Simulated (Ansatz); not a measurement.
## What a trial cell of CsRu relaxes into

Method: Ansatz, DFT PBE, scalar-relativistic, plane waves, PAW. Cutoff 420 eV, Γ-centred k mesh, Gaussian smearing, no spin polarisation in the final step.

CsRu was placed on the AuCd (B19) structure type (Pmma, No. 51), with Cs in place of Cd, Ru in place of Au, at a guessed volume.

```
CELL_PARAMETERS angstrom
5.57779 0.00000 0.00000
0.00000 3.69119 0.00000
0.00000 0.00000 5.69497
ATOMIC_POSITIONS crystal
Cs 0.75000 0.00000 0.68700
Cs 0.25000 0.00000 0.31300
Ru 0.75000 0.50000 0.18800
Ru 0.25000 0.50000 0.81200
```

Cell and atoms relax at zero pressure; the relaxation can't lower the symmetry of the start. After a coarse first stage the cell is made exact in the group found at 0.06 Å.

Energies over the elements count from the elements' standard structures at the same level, with no empirical corrections.

What does it relax into?

It keeps Pmma (No. 51), but not the shape of the type it started on. Conventional cell: a = 4.239 Å, b = 3.312 Å, c = 11.312 Å. Cs is coordinated by 2 Cs at 3.31 Å, 6 Ru at 3.59–3.68 Å and 2 Cs at 4.24 Å; Ru is coordinated by 2 Ru at 2.31 Å.

```
Cs Ru
1.0
     4.23864    0.00000    0.00000
     0.00000    3.31248    0.00000
     0.00000    0.00000   11.31196
Cs Ru
2 2
Direct
  0.75000 0.00000 0.74953
  0.25000 0.00000 0.25047
  0.75000 0.50000 0.04043
  0.25000 0.50000 0.95957
```

What are its volume, energy, density and gap?

The volume per atom is 39.71 Å³. The density is 4.89 g/cm³, the energy over the elements is 1.04 eV/atom and the gap on the 12×14×4 mesh is 0 eV (a metal).

The final run used a 12×14×4 mesh on its 4-atom cell and 0.10 eV smearing. The k mesh leaves about 4 meV/atom of noise in metals. Symmetry constrained the relaxation, so the result can be a saddle point. The steps took of the order of 9 core-minutes in all.